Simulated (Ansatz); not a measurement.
Consider the isomerisation: `COC(F)S` → `FCOCS`.

Computed with Ansatz on PBE0-D4/def2-TZVP structures; ΔE is electronic, products minus reactants. CCSD(T)/CBS adds triple-zeta CCSD(T) − MP2 to the extrapolated MP2 energy (def2 sets, frozen cores). DFT in def2-TZVPP. Each species was taken in one conformer, which may not be the lowest.

```json
{"level": "PBE-D4", "ΔE (kJ/mol)": "-2.1"}
{"level": "PBE0", "ΔE (kJ/mol)": "-4.0"}
{"level": "BHLYP", "ΔE (kJ/mol)": "-4.9"}
{"level": "CCSD/def2-SVP", "ΔE (kJ/mol)": "-2.3"}
```

(1) What does CCSD(T)/CBS give? (An estimate is asked.)

Largest T1 diagnostic among the species: 0.012.

Answers

(1) The calculation gave: -3.4 kJ/mol. The listed levels differ from it by 1.3, -0.6, -1.5, 1.1 kJ/mol.

Leaving LDA and LC-ωPBE aside and taking each functional with its dispersion term where it has one, the values, not all of them listed here, spread over 4.5 kJ/mol, from PBE-QIDH to B97M-V.

CCSD(T)/CBS has its own doubt, a few kJ/mol and more with outer-core shells, so smaller differences from it don't rank the levels.
